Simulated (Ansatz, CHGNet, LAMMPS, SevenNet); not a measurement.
## How well does each level of theory give the elastic constant C11 of fluorite CeO2?

Reference value: 403 GPa (measured, temperature not stated, not corrected to a static lattice; as tabulated in Atomistic and experimental study on thermal conductivity of bulk and porous …).

```csv
level (code),value (GPa),cell (Å³/atom)
"ionic model lewis1985a (rigid ions, LAMMPS)",475,13.51
"ionic model lewis1985b (shell model, LAMMPS)",476,13.47
CHGNet 0.3.0,305,13.61
SevenNet-0,300,13.60
LDA (Ansatz),…,12.82
PBE (Ansatz),…,13.59
PBEsol (Ansatz),358,13.11
r²SCAN (Ansatz),364,13.39
B3LYP (VWN-RPA form) (Ansatz),…,13.58
HSE06 (Ansatz),402,13.08
PBE0 (Ansatz),403,13.09
```

### Question
What belongs in the gaps?

### Answer

- LDA (Ansatz, a first-principles code), value (GPa): 377
- PBE (Ansatz), value (GPa): 332
- B3LYP (VWN-RPA form) (Ansatz), value (GPa): 373

Differences against the reference: ionic model lewis1985a +17.9 %, ionic model lewis1985b +18.1 %, CHGNet 0.3.0 -24 %, SevenNet-0 -26 %, LDA -6.5 %, PBE -17.6 %, PBEsol -11.2 %, r²SCAN -9.7 %, B3LYP (VWN-RPA form) -7.4 %, HSE06 -0.2 %, PBE0 0.0 %.

The reference's temperature isn't stated, so close values are not ranked against it. Off by more than 25 %, or 35 % on the side where a correction would as a rule narrow the miss (bounds picked here): SevenNet-0 (-26 %).

The reference isn't brought to a static lattice, while the calculations are for one, so the differences are not the levels' errors alone. A static lattice is as a rule stiffer than a warm one, by over a tenth in soft solids. The crystal itself was run without spin with LDA, PBE, PBEsol, r²SCAN, B3LYP (VWN-RPA form), HSE06, PBE0; a magnetic state was not tried in these runs. Each level is taken at its own relaxed cell. Cutoffs differ between the levels. Ansatz's density-functional and Hartree–Fock values are scalar-relativistic unless marked +SOC, with PAW data made under PBE.

Empirical potentials (ionic model lewis1985a, ionic model lewis1985b) are fitted to chosen data: where that held the value shown, agreement is built in, and what lay outside the fit can be far off. Machine-learned potentials (CHGNet 0.3.0, SevenNet-0) are trained on DFT data: a solid inside that data is no test of them.

Differences are worked out from the printed values.
